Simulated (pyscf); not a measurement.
Structures and frequencies: ωB97X-D3(BJ)/def2-SVP in PySCF.

### Question
Estimate the classical barrier height and the reaction energy of H₃Si–PH–SiH₃ (SMILES [SiH3]P[SiH3]) + GaH₃ (SMILES [GaH3]) → H₃Si–P(SiH₃)–GaH₂ (SMILES [SiH3][P]([SiH3])[GaH2]) + H₂ (SMILES [H][H]) at B3LYP-D3(BJ)/def2-TZVP. The step runs on the singlet surface, breaks H–P, Ga–H and forms Ga–P, H–H; take the separated reactants as zero.

### Answer
ΔE‡ = 15.5 kcal/mol, ΔE = -12.3 kcal/mol. ωB97M-D3(BJ)/def2-TZVP gives 18.3 kcal/mol and -10.5 kcal/mol. Zero-point energy shifts the barrier by +0.9 kcal/mol. It is a four-centre exchange, with an imaginary mode of 1299i cm⁻¹. On the reactant side the descent ends in a complex (not fully relaxed), 6.0 kcal/mol under the separated species and 18.4 kcal/mol under the saddle at ωB97X-D3(BJ)/def2-TZVP. At the saddle there is also a short Ga–H contact that neither side keeps. At ωB97X-D3(BJ)/def2-TZVP the barrier from the zero used here is 12.4 kcal/mol. One saddle was located; it need not be the lowest between these sides. Elements up to Kr have no core potential and no relativistic terms here.
